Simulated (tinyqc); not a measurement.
Worked calculation: extended Hueckel theory, for CH4. One step of it, computed by the program tinyqc.

Task: Wolfsberg-Helmholz matrix. H_ij = K' S_ij (H_ii + H_jj)/2 for i != j (the diagonal keeps H_ii), with K' = 2.

overlap S, order 1C 2s, 1C 2px, 1C 2py, 1C 2pz, 2H 1s, 3H 1s, 4H 1s, 5H 1s:
$$\begin{pmatrix}
1.000000 & 0.000000 & 0.000000 & 0.000000 & 0.502402 & 0.502402 & 0.502402 & 0.502402 \\
0.000000 & 1.000000 & 0.000000 & 0.000000 & 0.287219 & 0.287219 & -0.287219 & -0.287219 \\
0.000000 & 0.000000 & 1.000000 & 0.000000 & 0.287219 & -0.287219 & 0.287219 & -0.287219 \\
0.000000 & 0.000000 & 0.000000 & 1.000000 & 0.287219 & -0.287219 & -0.287219 & 0.287219 \\
0.502402 & 0.287219 & 0.287219 & 0.287219 & 1.000000 & 0.155428 & 0.155428 & 0.155428 \\
0.502402 & 0.287219 & -0.287219 & -0.287219 & 0.155428 & 1.000000 & 0.155428 & 0.155428 \\
0.502402 & -0.287219 & 0.287219 & -0.287219 & 0.155428 & 0.155428 & 1.000000 & 0.155428 \\
0.502402 & -0.287219 & -0.287219 & 0.287219 & 0.155428 & 0.155428 & 0.155428 & 1.000000
\end{pmatrix}$$

diagonal H_ii (eV): 1C 2s -21.400000, 1C 2px -11.400000, 1C 2py -11.400000, 1C 2pz -11.400000, 2H 1s -13.600000, 3H 1s -13.600000, 4H 1s -13.600000, 5H 1s -13.600000

K = 2.000000

Give: H.

Result:

H (eV), order 1C 2s, 1C 2px, 1C 2py, 1C 2pz, 2H 1s, 3H 1s, 4H 1s, 5H 1s:
$$\begin{pmatrix}
-21.400 & 0.000 & 0.000 & 0.000 & -17.584 & -17.584 & -17.584 & -17.584 \\
0.000 & -11.400 & 0.000 & 0.000 & -7.180 & -7.180 & 7.180 & 7.180 \\
0.000 & 0.000 & -11.400 & 0.000 & -7.180 & 7.180 & -7.180 & 7.180 \\
0.000 & 0.000 & 0.000 & -11.400 & -7.180 & 7.180 & 7.180 & -7.180 \\
-17.584 & -7.180 & -7.180 & -7.180 & -13.600 & -4.228 & -4.228 & -4.228 \\
-17.584 & -7.180 & 7.180 & 7.180 & -4.228 & -13.600 & -4.228 & -4.228 \\
-17.584 & 7.180 & -7.180 & 7.180 & -4.228 & -4.228 & -13.600 & -4.228 \\
-17.584 & 7.180 & 7.180 & -7.180 & -4.228 & -4.228 & -4.228 & -13.600
\end{pmatrix}$$
